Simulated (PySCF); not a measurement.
# Stationary points of H3PS

All numbers come from PBE0 in PySCF with P def2-TZVP, S def2-TZVP, H def2-TZVP; no relativity; density-fitted integrals.

Relaxations began from a few typed shapes. The search is not exhaustive: other isomers or separated fragments can lie lower, and high-lying points may rest on an excited occupation.

```tsv
spin	group	bonds	angles	imaginary modes (cm⁻¹)	ΔE (kJ/mol)	ΔE with ZPE (kJ/mol)
singlet	C3v	P–H 1.415 Å (×3), P–S 1.925 Å	H–P–H 99.9° (×3), H–P–S 117.9° (×3)	none	0.0	0.0
singlet	C2v	P–H 1.446 Å (×2), P–H 1.464 Å, P–S 1.967 Å	H–P–H 88.0° (×2), H–P–H 176.0°, H–P–S 92.0° (×2), H–P–S 180.0°	1517i	334.2	–
```

The lowest minimum found is the singlet C3v: P–H 1.415 Å (×3), P–S 1.925 Å; H–P–H 99.9° (×3), H–P–S 117.9° (×3).

Counting electrons, phosphorus keeps none of its valence electrons outside its bonds, so the VSEPR class is AX4 and the expected shape is tetrahedral; with unlike ligands the computed point group is C3v.
